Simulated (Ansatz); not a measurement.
## Ansatz (development build ahead of 0.2.0) run

```yaml
crystal:
  periodic: [false, false, false]
  atoms:
    - { symbol: C, position_ang: [0.0, 0.0, 0.0] }
    - { symbol: Mg, position_ang: [0.0, 2.4946, 1.9141] }
    - { symbol: S, position_ang: [0.0, -2.0807, 1.5966] }
basis:
  gaussian: { orbitals: pcseg-2 }
magnetization:
  spin_polarized: true
  initial_magnetization: 2
hamiltonian:
  xc: { name: wB97X }
```

The input is written out in the form of the current development build from the run's settings.

Output:

| Property | Result |
| --- | --- |
| Converged | yes |
| Total energy | -636.05963 hartree |
| Spin squared of the determinant | 2.581 |
| Stability test | minimum |

Caution: the unrestricted determinant is spin contaminated; other spin multiplicities may lie lower.
